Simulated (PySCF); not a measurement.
Molecule: SMILES C#CC[c+]1cc1, [C6H5]+.

Geometry:
```csv
atom,x (Å),y (Å),z (Å)
C1,-1.863,1.049,1.503
C2,-1.419,0.266,0.697
C3,-0.839,-0.662,-0.270
C4,0.600,-0.340,-0.278
C5,1.858,-0.490,0.251
C6,1.644,0.433,-0.722
H7,-2.286,1.736,2.218
H8,-1.267,-0.512,-1.275
H9,-0.994,-1.710,0.037
H10,2.544,-0.982,0.945
H11,2.033,1.218,-1.373
```

Total charge +1.

Geometry PBE0-D3(BJ)/def2-SVP throughout; GIAO in PySCF, gas phase, one conformer, non-relativistic; equivalent atoms averaged; basis pcSseg-2.

(1) How do the shifts δ (against TMS at the same level) depend on the functional? (ppm; last column core-seconds on shared hosts with different chips, so compare them loosely; the GGAs took longer than the global hybrids here, which isn't the general rule, and the cause wasn't traced)

(2) Which nucleus moves most, in ppm?

Answers

(1) 
```tsv
functional	kind	C4	C5/C6	C1	C2	C3	H10/H11	H8/H9	H7	core-s
HF	Hartree–Fock	183.6	168.6	94.7	65.1	15.2	10.23	4.40	3.37	16
LDA	LDA	197.0	187.5	106.2	75.4	22.8	10.30	4.73	3.06	44
PBE	GGA	188.7	178.4	99.6	69.7	23.1	10.17	4.70	3.12	67
BLYP	GGA	188.1	176.4	97.0	68.4	22.8	10.10	4.68	3.15	51
BP86	GGA	187.2	177.3	99.1	68.9	23.1	10.15	4.68	3.15	48
OPBE	GGA	181.6	172.8	96.7	66.8	23.7	10.15	4.73	3.10	42
KT2	GGA	174.6	165.2	93.1	62.2	22.6	9.97	4.75	3.40	46
KT3	GGA	173.1	163.1	90.4	60.8	23.0	9.95	4.75	3.33	46
B97-D	GGA	180.3	169.6	94.2	65.5	22.7	10.06	4.68	3.16	44
B3LYP	global hybrid	190.5	177.0	95.6	67.2	21.3	10.18	4.61	3.03	28
PBE0	global hybrid	190.7	178.3	97.5	67.9	21.3	10.25	4.61	3.00	28
mPW1PW91	global hybrid	190.4	178.0	97.3	67.6	21.4	10.24	4.61	3.00	28
WP04	global hybrid	186.1	173.9	92.2	61.5	23.2	9.97	4.59	3.04	30
B97-2	global hybrid	185.2	173.3	94.6	65.5	21.3	10.16	4.61	3.02	29
BHandHLYP	global hybrid	190.1	175.5	95.1	66.6	18.8	10.24	4.54	3.08	28
CAM-B3LYP	range-separated hybrid	196.6	181.5	96.2	68.7	19.9	10.31	4.53	2.98	38
wB97X-D	range-separated hybrid	193.7	179.8	96.1	67.8	20.7	10.30	4.51	2.98	37
LC-wPBE	range-separated hybrid	202.3	187.7	99.9	71.5	20.0	10.42	4.42	2.88	48
```

(2) C4 (unsaturated ring carbon): from 173.1 ppm with KT3 to 202.3 ppm with LC-wPBE. The smallest spread is 0.35 ppm, at H8/H9. Proton shifts span only some 12 ppm, so a few tenths of a ppm matter as much there as several ppm in carbon.
